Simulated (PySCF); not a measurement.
C₃H₅NO.
Cartesian coordinates in Å at the GFN2-xTB level; atoms count from 1:
```xyz
10
C3H5NO angstrom
C     -0.8101   -0.0926   -1.0213
C     -0.0993   -0.2228    0.2815
N     -0.5157   -1.0047    1.1783
C      1.1321    0.6218    0.4688
O      1.7872    0.6032    1.4759
H     -0.1401   -0.3607   -1.8371
H     -1.1253    0.9392   -1.1703
H     -1.6779   -0.7445   -1.0324
H      0.0587   -1.0025    2.0230
H      1.3993    1.2683   -0.3890
```

Computed, not measured: TDDFT wB97X-D/def2-SVPD, vertical, gas phase, core orbitals frozen in the response (PySCF 2.14.0, density-fitted response routines).

Transition dipole moments from the ground state, in atomic units and in the frame of the coordinates above (overall signs are arbitrary), for the states with f of 0.002 or more among the lowest 8:

```json
{"state": "S3", "E (eV)": "6.355", "μx": "0.568", "μy": "0.605", "μz": "-0.331"}
{"state": "S5", "E (eV)": "7.679", "μx": "0.178", "μy": "0.141", "μz": "-0.009"}
{"state": "S8", "E (eV)": "8.436", "μx": "-0.010", "μy": "-0.208", "μz": "0.387"}
```

Task: Work out the oscillator strengths.

Result: f = (2/3) ΔE |μ|² with ΔE in hartree (27.2114 eV).

```json
{"state": "S3", "|μ|² (au)": "0.798", "|μ| (D)": "2.27", "f": "0.124"}
{"state": "S5", "|μ|² (au)": "0.052", "|μ| (D)": "0.58", "f": "0.010"}
{"state": "S8", "|μ|² (au)": "0.193", "|μ| (D)": "1.12", "f": "0.040"}
```

Task: The point group is Cs. Which irreducible representation does each state belong to?

Result: Polarised in the mirror plane, so A′: S3, S5 and S8.

Task: What angle do the transition dipoles of S3 and S8 make?

Result: |cos θ| = |μa·μb| / (|μa| |μb|) = 0.66, so θ ≈ 49° (taken between 0 and 90°, since the signs are arbitrary).

Task: How is the summed strength of these states shared among x, y and z?

Result: (2/3) Σ ΔE μα² gives 0.056 for x, 0.070 for y and 0.048 for z, 0.174 in all.

Task: What peak molar absorption coefficient would the strongest computed level give as a lone Gaussian band 0.5 eV wide at half height?

Result: ε(max) = 2.175×10⁸ f / FWHM, with the width in cm⁻¹. S3: 2.175×10⁸ × 0.1243 / 4033 ≈ 6700 L mol⁻¹ cm⁻¹.

One conformer stands for the species.
